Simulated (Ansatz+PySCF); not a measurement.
## doublet CH: levels of theory in one basis

```xyz
2

C     0.0000    0.0000   -0.2906
H     0.0000    0.0000    1.7438
```

Basis set: 6-31G (spherical functions). Frozen core: 1 orbital. Correlation on ROHF uses semicanonical orbitals with singles. Charge 0, multiplicity 2.

Computed with Ansatz (development build ahead of 0.2.0); each method stands on the lowest determinant of its kind that the runs found.

```
                            method  E − E(ROHF) (eV)  <S²> of the determinant
                              ROHF              0.00                     0.75
                               UHF             -1.42                     1.53
                           UHF-MP2             -2.16                     1.53
                         ROHF-CCSD             -2.98                        –
                          UHF-CCSD             -2.99                     1.53
                      ROHF-CCSD(T)             -3.05                        –
                       UHF-CCSD(T)             -3.04                     1.53
full CI (lowest root of this spin)             -3.07                        –
```

(1) What does ROHF-MP2 give on the same scale?

(2) Is a single determinant a sound starting point here?

Answers

(1) -1.78 eV.

At such a shape the full CI root can have another spatial symmetry than the determinants, so the rows needn't describe one state.

(2) It is doubtful. Unrestricted orbitals lower Hartree–Fock by 1.42 eV and <S²> is 1.53 where a pure state has 0.75, a sign of strong static correlation.

Caution for ROHF, ROHF-MP2, ROHF-CCSD, ROHF-CCSD(T): an unrestricted determinant lies well below. Caution for UHF, UHF-MP2, UHF-CCSD, UHF-CCSD(T): the unrestricted determinant is spin contaminated. Caution for ROHF-MP2, UHF-MP2, ROHF-CCSD, UHF-CCSD, ROHF-CCSD(T), UHF-CCSD(T): large amplitudes, a single reference is doubtful. Caution for ROHF-MP2, UHF-MP2: forces differ strongly between restricted and unrestricted references. Caution for ROHF-CCSD(T): the amplitudes may be one of several solutions.
